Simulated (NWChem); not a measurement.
## Total energies of water (H2O)

```xyz
3

O      0.0000     0.0000     0.1226
H      0.7577     0.0000    -0.4905
H     -0.7577     0.0000    -0.4905
```
Charge 0, spin multiplicity 1.

The numbers come from NWChem runs, not from measurements. The geometry was optimised at PBE/def2-SVP, a minimum by its harmonic frequencies.

Basis set: cc-pVTZ (58 functions).

| method | total energy (Ha) |
|---|---|
| RHF | -76.05521 |
| MP2 | -76.31820 |
| B2PLYP | -76.40648 |
| PBE | -76.37302 |
| B3LYP | -76.45943 |
| PBE0 | -76.37384 |
| CCSD(T) | -76.33178 |

Total energies of different functionals aren't comparable as a measure of quality: only differences taken within one method are. 

The correlated methods keep 1 core orbital frozen. B3LYP has NWChem's definition, with VWN1-RPA local correlation. Coupled-cluster values serve here as a point of comparison, not as the truth.
